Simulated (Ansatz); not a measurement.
Born–Oppenheimer molecular dynamics of BClH$_{4}$ (6 atoms, charge 0, multiplicity 1). It starts at the highest image of a converged band, a first-order saddle point between two minima.

Method: Ansatz 0.2.0, RKS B3LYP/def2-SVP.

- ensemble: NVE (velocity Verlet)
- time step: 0.5 fs
- steps asked: 200
- starting velocities drawn for: 300 K
- seed: 6209

First frame:

```xyz
6
Properties=species:S:1:pos:R:3
B 0.016 -0.274 0.022
Cl 0.001 0.044 2.154
H 1.072 0.144 -0.356
H -1.060 0.084 -0.362
H 0.052 -1.540 0.164
H 0.037 -1.128 1.235
```

(1) How far do the bonds stretch over the last three quarters of this one trajectory? (Pairs bonded in most of those frames.)

## Answers

(1) 
| bond | mean (Å) | spread (Å) | shortest | longest |
| --- | --- | --- | --- | --- |
| B1–H3 | 1.207 | 0.020 | 1.17 | 1.24 |
| B1–H4 | 1.206 | 0.018 | 1.18 | 1.24 |
| B1–H5 | 1.208 | 0.022 | 1.17 | 1.24 |
| Cl2–H6 | 1.296 | 0.024 | 1.26 | 1.34 |

Mean temperature of the second half: 529 K. The conserved energy stayed within 0.11 meV per atom of its start (net change 0.022 meV per atom), so the integration is sound. The system heated up, since it started high on the potential surface and ran downhill. A run of 0.1 ps of so small a system gives no equilibrium averages. The orbitals stay closed-shell, which can raise the energy where a bond breaks towards radicals; this wasn't checked here.

Run time: 3 min on 1 thread of Arm Neoverse V2, on a shared host, peak memory 0.09 GiB.
